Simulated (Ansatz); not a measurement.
Input file:

```yaml
crystal:
  periodic: [false, false, false]
  atoms:
    - {symbol: B, position_ang: [-0.015433, -0.009008, 1.458370]}
    - {symbol: N, position_ang: [-0.016266, -0.025151, 0.080993]}
    - {symbol: Si, position_ang: [0.031698, 0.034159, -1.539363]}
basis:
  gaussian: {orbitals: aug-cc-pVDZ}
magnetization: {spin_polarized: false}
hamiltonian: {xc: {name: PBE0}, pseudopotentials: {relativity: scalar}}
correlation: {method: bccd_t, electrons: outside_noble_gas}
```

```sh
$ ansatz run in.yaml --threads 1 --pin off --events-out ev --progress --plain --max-ram 2393MiB
```

Output:

```
740 factors; integrals over basis functions are off by at most 6.2e-4 eV
mean field evaluation 1: about -10039.5236 eV, gradient 7.0e1 eV
mean field evaluation 2: about -10039.5227 eV, gradient 7.0e1 eV
mean field evaluation 4: about -10049.4739 eV, gradient 1.8e1 eV
mean field evaluation 8: about -10051.0862 eV, gradient 3.4e-1 eV
mean field evaluation 16: about -10051.0865 eV, gradient 3.3e-5 eV
mean field evaluation 32: about -10027.9282 eV, gradient 2.7e1 eV
mean field -10051.08651418 eV, -369.3706165248 hartree, gradient 1.9e-6 eV, S^2 0.000000; 0 other end points of the search recorded, 0 dependent functions left out
7 core orbitals not correlated: weight in the atoms' cores, before any rotation towards them, 1.000 or more for the frozen orbitals, at most 0.000 for the correlated occupied ones
reference -10029.38920951 eV, -368.5732552854 hartree; 6, 6 occupied and 60, 60 virtual orbitals, 740 factors
second order -8.79181733 eV of doubles, -0.23892014 eV of singles
cycle   1  -8.71307305 eV  change    3.1e-1 eV  update   1.3e-1
cycle   2  -9.06902120 eV  change   -3.6e-1 eV  update   6.8e-2
cycle   3  -9.25613327 eV  change   -1.9e-1 eV  update   2.5e-2
cycle   4  -9.26981154 eV  change   -1.4e-2 eV  update   9.0e-3
cycle   5  -9.27075504 eV  change   -9.4e-4 eV  update   3.2e-3
cycle   6  -9.27163163 eV  change   -8.8e-4 eV  update   1.1e-3
cycle   7  -9.27134602 eV  change    2.9e-4 eV  update   4.5e-4
cycle   8  -9.27122020 eV  change    1.3e-4 eV  update   1.7e-4
cycle   9  -9.27126867 eV  change   -4.8e-5 eV  update   7.4e-5
cycle  10  -9.27126686 eV  change    1.8e-6 eV  update   3.6e-5
cycle  11  -9.27125819 eV  change    8.7e-6 eV  update   2.2e-5
cycle  12  -9.27127262 eV  change   -1.4e-5 eV  update   1.3e-5
perturbative correction -0.50815439 eV, -0.0186743293 hartree
Total energy: -10039.16863652 eV, -368.9326425991 hartree
Relativity: scalar
```

Ran on 1 thread of Intel Xeon, shared host: 24 s wall, 0.22 GiB peak host memory.
